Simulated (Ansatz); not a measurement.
BF3, SMILES FB(F)F.

The structure is a stationary point at B3LYP-D3(BJ)/def2-TZVP. The isomer is the one that the SMILES or the coordinates give; other isomers of the formula were not compared.

Two levels are set side by side: PBE/def2-SVPD (Ansatz, a program for electronic structure) and ωB97X-V/def2-SVPD (Ansatz). Energy differences of separate SCF runs at the same geometry; the states with an electron removed or added have multiplicity 2 and 2. Differences are taken from unrounded values.

| quantity | ωB97X-V | PBE | PBE minus ωB97X-V |
|---|---|---|---|
| vertical ionisation energy (eV) | 15.70 | 14.59 | -1.11 |
| vertical singlet–triplet gap (eV) | 10.90 | 9.57 | -1.34 |
